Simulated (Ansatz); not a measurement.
**How far each method lies from full CI for HAlGa, quartet**

Geometry: a point of a stretch scan, not a stationary point.

```yaml
atoms:
  - { symbol: Al, position_ang: [0.0000, 0.0000, 0.3179] }
  - { symbol: Ga, position_ang: [0.0000, 0.0000, -2.0257] }
  - { symbol: H, position_ang: [0.0000, 0.0000, 1.7079] }
```

Basis 6-31G (Cartesian d functions); Ansatz 0.2.0. Only valence electrons are correlated (noble-gas cores and the filled d shells of p-block atoms frozen), which leaves 7 electrons in 25 orbitals. Prefix R: restricted or restricted open-shell reference; prefix U: unrestricted. Active spaces: pair = (5e, 5o) about the gap; valence = (7e, 9o) chosen from the atoms' valence shells. No spin–orbit coupling is included, and no scalar relativity.

Full CI is exact within this basis and frozen core; it isn't the basis-set limit. The frozen core follows each run's orbitals, which can shift R against U totals by a few meV for light atoms and by up to 0.1 eV past Ca.

For open shells CISD is restricted-active-space CI with the open shells as a complete middle space.

```
UHF ⟨S²⟩                          : 3.767
T1 diagnostic (RCCSD)             : 0.0330
largest doubles amplitude (RCCSD) : 0.097
```

```json
{"level": "RMP2", "E − E(RHF) (eV)": "-1.3736"}
{"level": "RCCSD", "E − E(RHF) (eV)": "-1.9056"}
{"level": "RCCSD(T)", "E − E(RHF) (eV)": "-1.9533"}
```

Q: Estimate how far full CI in 6-31G lies from RCCSD(T). The table doesn't fix it; the size of (T) and the diagnostics are the guide.

A: Full CI in 6-31G lies 2.4 kJ/mol below RCCSD(T), which is 52 % of the (T) step (-4.6 kJ/mol). T1 is raised, and the rest is a large part of (T).

The other levels:

| level | E − E(full CI) (kJ/mol) | share of correlation (%) | wall time |
| --- | --- | --- | --- |
| CISD | 12.6 | 93.38 | 6 s |
| BCCD(T) | 2.4 | 98.76 | 14 s |
| RCCSDT | 0.6 | 99.66 | – |
| RCCSDT(Q) | 0.2 | 99.92 | 19 s |
| CASSCF (pair space) | 152.5 | 20.12 | – |
| NEVPT2 (pair space) | 55.6 | 70.86 | 7.5 s |
| MRCISD (pair space) | 11.7 | 93.86 | – |
| MRCISD+Q (pair space) | 1.0 | 99.50 | 9 s |
| CASSCF (valence space) | 48.6 | 74.52 | – |
| NEVPT2 (valence space) | 14.7 | 92.30 | 11 s |
| MRCISD (valence space) | 1.2 | 99.37 | – |
| MRCISD+Q (valence space) | 0.3 | 99.84 | 17 s |

The correlation energy at full CI, counted from RHF, is -1.978 eV. That run took 4.9 min on 1 thread of Intel Xeon, shared host over 3,993,174 determinants.

Run but not shown, since their state or frozen core can't be matched to the reference's or they repeat it: UHF, UMP2, UCCSD, UCCSD(T), UCCSDT, UCCSDT(Q).

Times hold each run's SCF and search for its determinant on a shared host, so for small cases they say little of a method's own cost; they ran on 1 thread of Intel Xeon.

The full-CI state has the irrep A2 of C2v, in the program's axes (one component, if the state is degenerate).

Natural occupations of full CI about the gap: 1.964 1.937 0.998 0.974 0.974 0.039 0.039 0.038 0.012 0.006; effectively unpaired electrons, Σ n²(2−n)², 3.04.
